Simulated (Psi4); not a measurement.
Psi4 input (wB97X-D/6-31G*):

```
memory 1500 MB

molecule {
-1 1
C    -0.01161473   -0.02640307    0.83180950
C     0.01051919   -0.75709445   -0.62801581
C     0.00595158    0.55569554   -0.51323913
H     0.88841082   -0.06781218    1.45981855
H    -0.92871443   -0.07190482    1.43431575
H     0.01116736    1.50652892   -1.03746167
symmetry c1
no_reorient
no_com
}

set {
  basis 6-31G*
  reference rks
  scf_type pk
  dft_radial_points 99
  dft_spherical_points 590
  e_convergence 1e-8
  d_convergence 1e-7
  maxiter 150
}

e = energy('wb97x-d')
print_out(f'\nFINAL {e:.10f} DIPOLE {variable("CURRENT DIPOLE")[0]:.6f} {variable("CURRENT DIPOLE")[1]:.6f} {variable("CURRENT DIPOLE")[2]:.6f}\n')
```

What final total energy does it give?

-115.92093 Eh.
